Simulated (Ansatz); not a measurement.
The input, for Ansatz 0.2.0:

```yaml
crystal:
  periodic: [false, false, false]
  atoms:
    - {symbol: B, position_ang: [0.000000, -0.163061, 0.000000]}
    - {symbol: H, position_ang: [0.000000, 0.874484, -0.691957]}
    - {symbol: H, position_ang: [0.000000, 0.874484, 0.691957]}
basis:
  gaussian: {orbitals: "6-31++G**", fitting: {mean_field: def2-universal-jkfit}}
total_charge: -1
correlation: {active_space: {ras: {orbitals: [3, 0, 27], electrons: 6, max_holes: 3, max_particles: 3}, fixed_orbitals: true}}
```

```sh
$ ansatz run in.yaml --threads 1 --pin off --events-out ev --progress --plain --max-ram 2393MiB
```

Log:

```
111 factors; integrals over basis functions are off by at most 2.8e-1 eV
mean field evaluation 1: about -697.8556 eV, gradient 1.1e1 eV
mean field evaluation 2: about -698.5958 eV, gradient 4.0e0 eV
mean field evaluation 4: about -698.7491 eV, gradient 4.2e-1 eV
mean field evaluation 8: about -688.6507 eV, gradient 2.2e1 eV
mean field evaluation 16: about -697.9376 eV, gradient 1.3e1 eV
mean field -698.75371909 eV, -25.6787255444 hartree, gradient 4.5e-7 eV, S^2 0.000000; 3 other end points of the search recorded, 0 dependent functions left out
reference -698.75371909 eV, -25.6787255444 hartree; 4, 4 occupied and 27, 27 virtual orbitals, 111 factors
state -702.02807877 eV, -25.7990560432 hartree
Total energy: -702.02807877 eV, -25.7990560432 hartree
```

Ran on 1 thread of Arm Neoverse V1, shared host: 0.85 s wall, 0.08 GiB peak host memory.
